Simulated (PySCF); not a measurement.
Reproducing measurements on cyclopentanone

**Measured values to compare with.**

NIST CCCBDB Release 22 (SRD 101), experimental dipoles lists, for the gas: dipole moment 3.25 D.

NIST CCCBDB Release 22 (SRD 101), experimental polarizabilities lists, for the gas: mean polarisability 9.25 Å³.

The results are set against them at the end.

Compound: cyclopentanone, C5H8O.
Atom-mapped SMILES: `[O:1]=[C:2]1[CH2:3][CH2:4][CH2:5][CH2:6]1` (hydrogens: H7, H8 on C3; H9, H10 on C4; H11, H12 on C5; H13, H14 on C6)

Structure used (GFN2-xTB), in Å, numbered top down from 1:
```xyz
14
C5H8O angstrom
O      0.3318    2.2980    1.0595
C      0.1758    1.2168    0.5599
C     -1.1531    0.5268    0.3304
C     -0.8374   -0.6534   -0.5838
C      0.5932   -1.0373   -0.1985
C      1.2733    0.3059    0.0497
H     -1.5142    0.1856    1.3037
H     -1.8925    1.2179   -0.0715
H     -1.5359   -1.4792   -0.4591
H     -0.8676   -0.3340   -1.6270
H      0.5844   -1.6246    0.7212
H      1.0887   -1.6214   -0.9722
H      1.6456    0.7365   -0.8831
H      2.1073    0.2620    0.7487
```

Runs made with PySCF (gas phase, on this GFN2-xTB geometry; no spin–orbit coupling):

```json
{"level": "PBE0/pcSseg-1", "job": "shieldings, charges and field gradients", "basis functions": "142", "wall time": "19 s"}
{"level": "CAM-B3LYP/def2-SVPD", "job": "8 singlets by full TDDFT, 3 Tamm–Dancoff triplets, polarisability", "basis functions": "187", "wall time": "25 s"}
```

Hardware: x86-64 server, one thread (shared host).

Results beside the measurements:

**Dipole moment.** Measured: 3.25 D (NIST CCCBDB Release 22 (SRD 101), experimental dipoles).

| level | computed (D) | computed − measured (D) | % (from the printed values) |
| --- | --- | --- | --- |
| PBE0/pcSseg-1 | 3.06 | -0.19 | -6 |
| CAM-B3LYP/def2-SVPD | 3.36 | +0.11 | +3 |

Closest is CAM-B3LYP/def2-SVPD (+0.11 D), furthest PBE0/pcSseg-1 (-0.19 D); one molecule doesn't rank methods. The computed dipoles belong to one fixed geometry; measured ones are averaged over vibrations unless marked μe. Magnitudes are compared, not signs.

**Mean polarisability.** Measured: 9.25 Å³ (NIST CCCBDB Release 22 (SRD 101), experimental polarizabilities).

| level | computed (Å³) | computed − measured (Å³) | % (from the printed values) |
| --- | --- | --- | --- |
| CAM-B3LYP/def2-SVPD | 8.66 | -0.59 | -6 |

The computed values are static and purely electronic, with core orbitals frozen in the response (1 au = 0.148185 Å³). The table of measured values doesn't say here whether a value is static or optical, or holds a vibrational part.

No measured geometry was used, and the causes of the misses weren't examined.
